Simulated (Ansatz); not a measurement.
**C3HF3: a ladder of functionals and wavefunction methods**

How much do the methods differ for C3HF3? The plan is to run it at one geometry with functionals of several rungs and with coupled cluster, and see how far each lands from CCSD(T) at the basis-set limit for the atomisation energy.

Method: functionals in def2-TZVPP, the program's frozen cores in correlated methods; program: Ansatz 0.2.0, Gaussian basis.

Plan: LDA (SPW92), PBE-D4, revPBE-D4, BLYP-D4, r2SCAN-D4, B97M-V, PBE0-D4, B3LYP-D4, r2SCANh-D4, r2SCAN0-D4, HSE06-D4, BHLYP-D4, CAM-B3LYP-D4, LC-ωPBE, ωB97X-V, ωB97M-V, B2PLYP, PBE-QIDH; CCSD(T)/def2-SVP; CCSD(T)/def2-TZVPP; MP2/def2-QZVPP; extrapolation to the limit; RPA on PBE.

## Step 1: The relaxed structure

The geometry comes from an earlier relaxation with PBE0-D4 in a triple-zeta def2 set; it is a stationary point, not always the lowest conformer.

SMILES `C#CC(F)(F)F`, 7 atoms, charge 0, spin multiplicity 1.

Atoms are counted from 1 here; the program's logs count them from 0.

Bond lengths: C1–C2 1.195 Å, C1–H7 1.066 Å, C2–C3 1.461 Å, C3–F4 1.335 Å, C3–F5 1.335 Å, C3–F6 1.335 Å. Angles: C2–C1–H7 180.0°, C1–C2–C3 180.0°, C2–C3–F4 111.2°, C2–C3–F5 111.2°, C2–C3–F6 111.2°, F4–C3–F5 107.7°, F4–C3–F6 107.7°, F5–C3–F6 107.7°.

## Step 2: LDA

This LDA is Slater exchange with PW92 correlation.

The input, in.yaml:

```yaml
crystal:
  periodic: [false, false, false]
  atoms:
    - {symbol: C, position_ang: [1.248816, -1.234058, 0.050647]}
    - {symbol: C, position_ang: [0.398882, -0.394294, 0.011037]}
    - {symbol: C, position_ang: [-0.640668, 0.631485, -0.036544]}
    - {symbol: F, position_ang: [-1.819363, 0.108557, -0.382196]}
    - {symbol: F, position_ang: [-0.341664, 1.581053, -0.926018]}
    - {symbol: F, position_ang: [-0.791362, 1.221494, 1.151493]}
    - {symbol: H, position_ang: [2.006559, -1.982337, 0.085880]}
basis:
  gaussian: {orbitals: def2-TZVPP}
hamiltonian: {xc: lda}
output: {orbitals: {seedname: orbitals}}
```

The run is started by

```sh
> ansatz run in.yaml --threads 2 --pin off --events-out ev --progress --plain --max-ram 4352MiB
```

The runs that follow: PBE-D4 (GGA); revPBE-D4 (GGA); BLYP-D4 (GGA); r2SCAN-D4 (meta-GGA); B97M-V (meta-GGA); B3LYP-D4 (hybrid); r2SCANh-D4 (hybrid); r2SCAN0-D4 (hybrid); HSE06-D4 (hybrid); BHLYP-D4 (hybrid); CAM-B3LYP-D4 (range-separated); LC-ωPBE (range-separated); ωB97X-V (range-separated); ωB97M-V (range-separated); B2PLYP (double hybrid); PBE-QIDH (double hybrid); CCSD(T) in def2-SVP; CCSD(T) in def2-TZVPP; MP2 in def2-QZVPP; RPA on PBE orbitals.

Q: Predict the results of all the runs planned. Wanted: atomisation energy, CCSD(T)/CBS; farthest beyond LDA; mean size of error, GGA; mean size of error, meta-GGA; mean size of error, hybrid; mean size of error, range-separated; mean size of error, double hybrid; gap, smallest and largest; T1 diagnostic.

As calculated:

```
                               quantity                                            value
        atomisation energy, CCSD(T)/CBS                                   736.2 kcal/mol
functionals within 3.7 kcal/mol (0.5 %)  B97M-V, B3LYP-D4, r2SCANh-D4, ωB97X-V, PBE-QIDH
                    farthest beyond LDA                        BHLYP-D4 (-44.5 kcal/mol)
                mean size of error, GGA                                    20.0 kcal/mol
           mean size of error, meta-GGA                                     4.4 kcal/mol
             mean size of error, hybrid                                    14.7 kcal/mol
    mean size of error, range-separated                                     4.7 kcal/mol
      mean size of error, double hybrid                                     2.6 kcal/mol
              gap, smallest and largest        6.58 eV (LDA (SPW92)), 14.34 eV (LC-ωPBE)
                          T1 diagnostic                                           0.0127
triples share of the correlation energy                                            3.7 %
```

In words: The LDA atomisation energy is off by 158.5 kcal/mol (22 %): it overbinds. PBE-D4 misses by +41.3 kcal/mol. Double hybrids carry the basis error of their MP2 part in triple zeta, and no dispersion term here, so their miss is partly the set-up's. By mean error the best rung here is double hybrid (2.6 kcal/mol) and the worst beyond LDA is GGA (20.0 kcal/mol). The gap between the best rungs is small, so their order is not settled. Misses under about 3.7 kcal/mol are within the doubt on the reference itself, which lacks core-valence correlation, relativity and higher excitations. Hartree-Fock recovers 68 % of the binding; the rest is correlation. CCSD(T) in def2-SVP is off by -31.1 kcal/mol, worse than the median functional, from the basis alone. The gap grows from 6.6 to 14.3 eV across the functionals, mostly with the share of exact exchange.
